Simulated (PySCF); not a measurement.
Bonds broken one at a time in the series Al Cl-Br. All species are isolated molecules in the gas phase. Strings in code marks are SMILES.

The highest occupied spin orbital from two functionals at the same geometries (TPSSh-D3(BJ)/def2-TZVP), both in PySCF: PBE-D3(BJ)/def2-TZVP and TPSSh-D3(BJ)/def2-TZVP. 

```csv
species,PBE-D3(BJ)/def2-TZVP (eV),TPSSh-D3(BJ)/def2-TZVP (eV)
radical fragment (`[Cl]`),-8.04,-8.78
radical fragment (`[Cl][Al][Cl]`),-5.67,-6.21
radical fragment (`[Br]`),-7.43,-8.08
radical fragment (`[Br][Al][Br]`),-5.58,-6.12
```

Over these rows, drawn at random from the members with no instability flagged (it was tested for open shells, ions and some series alone), PBE minus TPSSh-D3(BJ): mean +0.62 eV, from +0.54 eV to +0.74 eV.
